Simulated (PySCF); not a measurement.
Numbering as in the mapped SMILES `[CH:1]#[C:2][CH:3]([F:4])[F:5]` (H(Xn): hydrogen on atom n).

GIAO PBE0/pcSseg-1 shifts (PySCF 2.14.0 with density-fitted response routines, gas phase, non-relativistic, equivalent atoms averaged), each against references optimised in the same way as the molecule (TMS, CFCl3).

On the GFN2-xTB geometry: C3 109.6, C1 85.4, C2 80.2, F4/F5 -126.2, H(C3) 6.51, H(C1) 2.24 ppm.

Problem. What changes on the PBE0-D3(BJ)/def2-SVP geometry?

Solution. 
| atoms | δ (ppm) | change |
| --- | --- | --- |
| C3 | 106.3 | -3.3 |
| C1 | 83.3 | -2.1 |
| C2 | 79.0 | -1.2 |
| F4/F5 | -125.3 | +0.9 |
| H(C3) | 6.11 | -0.40 |
| H(C1) | 2.61 | +0.37 |

Unscaled 19F shifts against computed CFCl3 carry errors that often reach 10 to 50 ppm.

Bonds between heavy atoms that differ most (equivalent bonds averaged): C1–C2 1.196 → 1.208 Å, C2–C3 1.455 → 1.466 Å, C3–F4 1.357 → 1.348 Å. Mean change of bonds to hydrogen: C–H +0.013 Å.
